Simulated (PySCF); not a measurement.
**Checking a proposed structure**

A compound C₆H₆ gives the data below (simulated from a calculation) and was assigned the structure `CC#CC#CC`.

13C{1H} NMR (computed): δ 145.9 (CH, 2C), 56.3 (CH, 2C), 40.1 (CH, 2C).

1H NMR (300 MHz, computed): δ 6.31 (m, 2H), 4.05 (m, 2H), 1.85 (m, 2H).

Theory: structure optimised with PBE0-D3(BJ)/def2-TZVP, shieldings: GIAO PBE0/pcSseg-2, in PySCF 2.14 (single conformer, no relativistic terms, gas phase, rapidly exchanging positions averaged).

Shifts are taken against calculated references (same method and geometry level): 1H, 13C against TMS.

**Question.** Compare with the shifts computed for the proposed structure, pairing carbons in order of shift.

**Answer.** Numbering as in the mapped SMILES `[CH3:1][C:2]#[C:3][C:4]#[C:5][CH3:6]` (H(Xn): hydrogen on atom n).

```json
{"atom": "C2", "computed for proposal": "78.2", "given list": "145.9", "difference": "-67.7"}
{"atom": "C5", "computed for proposal": "78.2", "given list": "145.9", "difference": "-67.7"}
{"atom": "C3", "computed for proposal": "73.8", "given list": "56.3", "difference": "+17.5"}
{"atom": "C4", "computed for proposal": "73.8", "given list": "56.3", "difference": "+17.5"}
{"atom": "C1", "computed for proposal": "4.9", "given list": "40.1", "difference": "-35.2"}
{"atom": "C6", "computed for proposal": "4.9", "given list": "40.1", "difference": "-35.2"}
```

The rms difference is 45.2 ppm and the largest -67.7 ppm at C2 (alkyne carbon). The carbon types in order of shift don't match either: C, C, C, C, CH3, CH3 for the proposal against CH, CH, CH, CH, CH, CH in the data. The proposal doesn't fit.

**Question.** Which isomer fits?

**Answer.** `InChI=1S/C6H6/c1-2-4-5-3(1)6(4)5/h1-6H`.

- Carbon types of the structure: 6 × CH, which accounts for all hydrogens.
- δC 145.9: alkene CH; the olefinic region.
- δC 56.3, 40.1: three-membered-ring carbon.
- δH 6.31: hydrogen on an alkene CH; olefinic region.
- δH 4.05, 1.85: hydrogen on a three-membered-ring carbon.

Other isomers checked: C12C3C1C1C2C31 (rms 68.2 ppm).

The shifts were computed for this structure.

Shifts are as computed. Against solution values, carbons near 30 ppm lie about +3 ppm off and those near 130 ppm about +9 ppm. Of 1211 compounds with measured shifts, 218 miss one by over three times the rms of a fit or turn the order of signals round; such compounds aren't used in these exercises. Multiplicities follow the n + 1 count of equivalent neighbours, as no J values were calculated; m marks all less simple cases, F and P coupling included.
